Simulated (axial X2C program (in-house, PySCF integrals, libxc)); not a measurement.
Ionising BN

Calculated with an in-house all-electron X2C program for linear molecules (integrals from PySCF), spin-free (one-electron X2C) or two-component (2c: spin–orbit coupling with atomic mean-field Coulomb and Gaunt terms, which also bring small scalar terms), in Dyall basis sets with cores contracted in-house; open shells are unrestricted.

Basis sets: B dyall-v3z, N dyall-av3z.

```tsv
Hamiltonian	level	BN state	Re (Å)	ωe (cm⁻¹)	De (eV)
spin-free	BLYP	M_S = 1, Λ = 1	1.333	1493.9	4.98
spin-free	PBE0	M_S = 1, Λ = 1	1.315	1595.1	4.69
2c	PBE0	Ω = 2	1.315	1595.1	4.69
```

Adiabatic ionisation energy (minimum to minimum, no zero-point term) and constants of BN⁺:

```json
{"Hamiltonian": "spin-free", "level": "BLYP", "BN⁺ state": "M_S = 3/2, Λ = 0", "IE (eV)": "11.23", "Re (Å)": "1.461", "ωe (cm⁻¹)": "1074.7", "De (eV)": "2.37", "fragments": "N + B+"}
{"Hamiltonian": "spin-free", "level": "PBE0", "BN⁺ state": "M_S = 3/2, Λ = 0", "IE (eV)": "11.11", "Re (Å)": "1.435", "ωe (cm⁻¹)": "1167.9", "De (eV)": "2.22", "fragments": "N + B+"}
{"Hamiltonian": "2c", "level": "PBE0", "BN⁺ state": "Ω = 3/2", "IE (eV)": "11.12", "Re (Å)": "1.435", "ωe (cm⁻¹)": "1167.9", "De (eV)": "2.22", "fragments": "N + B+"}
```

Task: Add the zero-point terms to the ionisation energy at PBE0, 2c, and say whether the electron removed was bonding.

Result: IE0 = IE + (ωe⁺ − ωe)/2 = 11.12 + (-0.026) = 11.09 eV. Re changes by 0.120 Å, so the bond lengthens, as on loss of a bonding electron.

Task: Close the cycle De(BN⁺) + IE(BN) = De(BN) + IE(B) to find the atomic ionisation energy at PBE0, 2c.

Result: IE(B) = 2.22 + 11.12 − 4.69 = 8.65 eV, for the determinants used.

Each entry is the lowest single determinant of a limited PBE0 search at one distance. De goes to single-determinant-based atoms at the same level (for ions the charge split of lowest energy) and is withheld (n/a) where an atom does not fit its ground term or J level. Main or longest-lived isotopes. One determinant is a doubtful description, or other states lie close, for BN, BN⁺; these need not be ground states, and all values refer to the states named. Some open-shell Ω = 0 determinants are out of reach, so the Ω given for BN need not be the lowest component. With several unpaired electrons the Ω given is that of one determinant, not necessarily of the lowest component. Some light 2c atoms are not at their ground J level, so De misses part of their lowering (0.04 eV or less). The functionals have no current term, which raises determinants with orbital currents.
